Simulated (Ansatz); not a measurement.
For trigonal Te, PBEsol in Ansatz (plane waves, PAW) gives:

- equilibrium lattice constant a: 4.317 Å
- c axis length: 5.954 Å
- bulk modulus: 32.6 GPa
- cohesive energy: 2.82 eV/atom

Task: What does r²SCAN+rVV10 (Ansatz, an electronic-structure program, plane waves, PAW) give for the same quantities?

Result: 
- lattice constant a: 4.470 Å (grows by 3.5 %)
- lattice parameter c: 5.948 Å (shrinks by 0.1 %)
- bulk modulus: 20.3 GPa (drops by 38 %)
- cohesive energy: 2.51 eV/atom (drops by 0.31 eV/atom)

For comparison: lattice constant a 4.456 Å (measured, 293 K, no zero-point or thermal correction; as tabulated in Wikipedia's data pages); lattice parameter c 5.928 Å (measured, 293 K, not corrected to a static lattice; as tabulated in Wikipedia's data pages); bulk modulus 19 GPa (measured, temperature not stated, not corrected to a static lattice; as tabulated in Yi et al. (2018), arXiv:1712.00894).

Changes are worked out from the printed values.

Unless a cell is named, each level is at its own relaxed cell (PBEsol 32.03, r²SCAN+rVV10 34.31 Å³/atom).

Levels without +SOC leave out spin–orbit coupling, which shifts energies and cells of such heavy elements.

Caveats: the cell comes from a level without a dispersion term, which matters for the spacing of layers, chains or molecules (PBEsol). Ansatz's density-functional and Hartree–Fock values are scalar-relativistic unless marked +SOC, with PAW data made under PBE.
